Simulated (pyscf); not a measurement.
`[CH3][CH]([CH3])[O][Si]([OH])([OH])[OH]` → `[OH][Si]([OH])([OH])[OH]` + `[CH2]=[CH][CH3]` (elimination; singlet surface; C–O, C–H broken, H–O formed). Optimised with ωB97X-D3(BJ)/def2-SVP in PySCF. Rate constants from transition-state theory at the high-pressure limit, ωB97M-D3(BJ)/def2-TZVP energies (ideal gas, 1 atm, RRHO with modes under 100 cm⁻¹ raised to 100, one conformer, R ln 2 for chiral ones without a mode under 150 cm⁻¹; no tunnelling), k in s⁻¹.

```csv
T (K),1000/T,log10 k
298,3.354,-29.19
600,1.667,-7.59
900,1.111,?
1200,0.833,3.26
```

Task: Fit an Arrhenius line to the three values, give the activation energy, and predict k at 900 K.

Result: Least squares gives log10 k = 13.93 − 12.86 × 1000/T, so Ea = 12.86 × ln 10 × 1.987 = 58.8 kcal/mol, against an electronic barrier of 62.4. At 900 K the line gives -0.36; the computed value is -0.38 (ΔG‡ = 56.2 kcal/mol), close to the line. On the product side the descent ends in a complex, 5.4 kcal/mol under the separated species and 50.6 kcal/mol under the saddle at ωB97X-D3(BJ)/def2-TZVP. At ωB97X-D3(BJ) the barrier from the zero used here is 65.4 kcal/mol. This is the saddle that the search found; another between the same sides may lie lower.
